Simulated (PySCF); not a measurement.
**How the numerical set-up moves the result for BCl**

The method stays; parts of the set-up, such as the basis or the Hamiltonian, are changed.

Computed with PySCF 2.14.0. Level: method and basis as typed in the scripts.

2 further runs of the same task are left out: 2 that didn't finish.

## (1) The system as given

BCl: 2 atoms, charge 0, spin multiplicity 1.

Bond lengths: B1–Cl2 1.687 Å.

## (2) The run that the others are compared with

The input, input.py:

```python
from pyscf import gto, scf, cc

mol = gto.M(
    atom='B 0 0 0; Cl 0 0 1.687',
    basis='lanl2dz',
    ecp={'Cl': 'lanl2dz'},
    charge=0,
    spin=0,
    verbose=4,
)
mf = scf.RHF(mol)
mf.kernel()
mycc = cc.CCSD(mf, frozen=1)
mycc.kernel()
mycc.ccsd_t()
mf.dip_moment()
print('orbital energies (hartree):', mf.mo_energy[..., max(0, mol.nelec[1]-3):mol.nelec[0]+3].round(4))
```

Launch:

```
$ OMP_NUM_THREADS=1 python input.py
```

The log of this run is left out.

It gives: E(SCF) = -39.307588 Eh, 8 cycles, E(CCSD) − E(SCF) = -0.09596 Eh, (T) = -0.00317 Eh, μ = 0.83 D (of the SCF density).

The bond length is a typed value, not an optimised one.

## (3) Ano-rcc-vdzp (core potential off, X2C on)

Run 1 changes basis set: lanl2dz → ano-rcc-vdzp; core potential: on → off; spin-free X2C: off → on; frozen orbitals: 1 → 6. The core potential changes with it: totals don't compare.

The input, input.py:

```python
from pyscf import gto, scf, cc

mol = gto.M(
    atom='B 0 0 0; Cl 0 0 1.687',
    basis='ano-rcc-vdzp',
    charge=0,
    spin=0,
    verbose=4,
)
mf = scf.RHF(mol)
mf = mf.sfx2c1e()
mf.kernel()
mycc = cc.CCSD(mf, frozen=6)
mycc.kernel()
mycc.ccsd_t()
mf.dip_moment()
print('orbital energies (hartree):', mf.mo_energy[..., max(0, mol.nelec[1]-3):mol.nelec[0]+3].round(4))
```

Launch:

```
$ OMP_NUM_THREADS=1 python input.py
```

## (4) Jorge-dzp-dkh (core potential off, X2C on)

Run 2 changes basis set: lanl2dz → jorge-dzp-dkh; core potential: on → off; spin-free X2C: off → on; frozen orbitals: 1 → 6. The core potential changes with it: totals don't compare.

input.py, as its differences from that of step 2:

```diff
@@ -4,4 +4,3 @@
     atom='B 0 0 0; Cl 0 0 1.687',
-    basis='lanl2dz',
-    ecp={'Cl': 'lanl2dz'},
+    basis='jorge-dzp-dkh',
     charge=0,
@@ -11,4 +10,5 @@
 mf = scf.RHF(mol)
+mf = mf.sfx2c1e()
 mf.kernel()
-mycc = cc.CCSD(mf, frozen=1)
+mycc = cc.CCSD(mf, frozen=6)
 mycc.kernel()
```

## (5) Jorge-dzp (core potential off)

Run 3 changes basis set: lanl2dz → jorge-dzp; core potential: on → off; frozen orbitals: 1 → 6. The core potential changes with it: totals don't compare.

input.py, as its differences from that of step 2:

```diff
@@ -4,4 +4,3 @@
     atom='B 0 0 0; Cl 0 0 1.687',
-    basis='lanl2dz',
-    ecp={'Cl': 'lanl2dz'},
+    basis='jorge-dzp',
     charge=0,
@@ -12,3 +11,3 @@
 mf.kernel()
-mycc = cc.CCSD(mf, frozen=1)
+mycc = cc.CCSD(mf, frozen=6)
 mycc.kernel()
```

## (6) Cc-pcvdz (core potential off)

Run 4 changes basis set: lanl2dz → cc-pcvdz; core potential: on → off; frozen orbitals: 1 → 6. The core potential changes with it: totals don't compare.

input.py, as its differences from that of step 2:

```diff
@@ -4,4 +4,3 @@
     atom='B 0 0 0; Cl 0 0 1.687',
-    basis='lanl2dz',
-    ecp={'Cl': 'lanl2dz'},
+    basis='cc-pcvdz',
     charge=0,
@@ -12,3 +11,3 @@
 mf.kernel()
-mycc = cc.CCSD(mf, frozen=1)
+mycc = cc.CCSD(mf, frozen=6)
 mycc.kernel()
```

## (7) Core potential off

Run 5 changes core potential: on → off. The core potential changes with it: totals don't compare.

input.py, as its differences from that of step 2:

```diff
@@ -5,3 +5,2 @@
     basis='lanl2dz',
-    ecp={'Cl': 'lanl2dz'},
     charge=0,
```

**Question.** What will these runs give? Wanted: for each run, E(SCF); from base; gap; SCF dipole; after the SCF.

The runs gave:

```
                                       run  E(SCF) (hartree)  from base (eV)  cycles  gap (eV)  SCF dipole (D)  functions                               after the SCF
                                      base        -39.307588               0       8     12.10            0.83         17  CCSD(T) correlation -2.697 eV, core frozen
 ano-rcc-vdzp (core potential off, X2C on)       -485.568595  not comparable       9     12.35            1.63         32  CCSD(T) correlation -6.551 eV, core frozen
jorge-dzp-dkh (core potential off, X2C on)       -485.554940  not comparable       9     12.17            1.54         39  CCSD(T) correlation -6.503 eV, core frozen
            jorge-dzp (core potential off)       -484.139519  not comparable       9     12.17            1.55         39  CCSD(T) correlation -6.498 eV, core frozen
             cc-pcvdz (core potential off)       -484.136556  not comparable       9     12.27            1.54         45  CCSD(T) correlation -6.395 eV, core frozen
          core potential off (poor choice)       -131.906845  not comparable       9      8.23            5.05         17  CCSD(T) correlation -1.538 eV, core frozen
```

What this shows: Rows marked «poor choice» come from settings spoiled on purpose.
